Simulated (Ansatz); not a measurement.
Input file:

```yaml
crystal:
  periodic: [false, false, false]
  atoms:
    - {symbol: Al, position_ang: [0.000000, 0.000000, 0.352569]}
    - {symbol: Al, position_ang: [0.000000, 0.000000, -2.324369]}
    - {symbol: H, position_ang: [0.000000, 0.000000, 1.971799]}
basis:
  gaussian: {orbitals: 6-31G}
total_charge: 1
magnetization: {spin_polarized: false, initial_magnetization: 2}
correlation: {method: fic_mrcisd_q, electrons: outside_noble_gas, active_space: {window: {electrons: 6, orbitals: 9}, shells: [{species: Al, l: s, shell: 3}, {species: Al, l: p, shell: 3}, {species: H, l: s, shell: 1}]}}
```

```sh
$ ansatz run in.yaml --threads 1 --pin off --events-out ev --progress --plain --max-ram 2393MiB
```

The program prints:

```
539 factors; integrals over basis functions are off by at most 1.4e-7 eV
mean field evaluation 1: about -13171.0222 eV, gradient 4.9e0 eV
mean field evaluation 2: about -13171.0292 eV, gradient 4.9e0 eV
mean field evaluation 4: about -13171.5855 eV, gradient 1.3e0 eV
mean field evaluation 8: about -13171.8014 eV, gradient 4.5e-1 eV
mean field evaluation 16: about -13171.2323 eV, gradient 5.2e0 eV
mean field evaluation 32: about -13171.6193 eV, gradient 8.0e-1 eV
mean field -13171.82324666 eV, -484.0555761322 hartree, gradient 9.5e-6 eV, S^2 2.000000; 4 other end points of the search recorded, 0 dependent functions left out
reference -13171.82324666 eV, -484.0555761322 hartree; 14, 12 occupied and 14, 16 virtual orbitals, 539 factors
state -13173.45847507 eV, -484.1156696680 hartree
contracted CI cycle   1: correlation 0.00000000 eV, 0.0000000000 hartree, residual 2.81e0 eV
contracted CI cycle   2: correlation -0.25423736 eV, -0.0093430506 hartree, residual 6.34e-1 eV
contracted CI cycle   3: correlation -0.26505436 eV, -0.0097405679 hartree, residual 1.48e-1 eV
contracted CI cycle   4: correlation -0.26555717 eV, -0.0097590459 hartree, residual 4.05e-2 eV
contracted CI cycle   5: correlation -0.26558780 eV, -0.0097601715 hartree, residual 9.13e-3 eV
contracted CI cycle   6: correlation -0.26558956 eV, -0.0097602362 hartree, residual 2.00e-3 eV
contracted CI cycle   7: correlation -0.26558965 eV, -0.0097602395 hartree, residual 4.71e-4 eV
state -13173.45847507 eV, -484.1156696680 hartree; corrected -13173.72692519 eV, -484.1255350280 hartree
Total energy: -13173.72692519 eV, -484.1255350280 hartree
Checks for a lower state left out: starts, orbital_swaps
```

Natural occupations: 1.9528 1.9118 1.0045 0.9718 0.0529 0.0481 0.0269 0.0181 0.0130.

For the same geometry and basis full CI lies 2.6 meV lower.

Ran on 1 thread of Intel Xeon Platinum 8375C, shared host: 4.3 s wall, 0.34 GiB peak host memory.
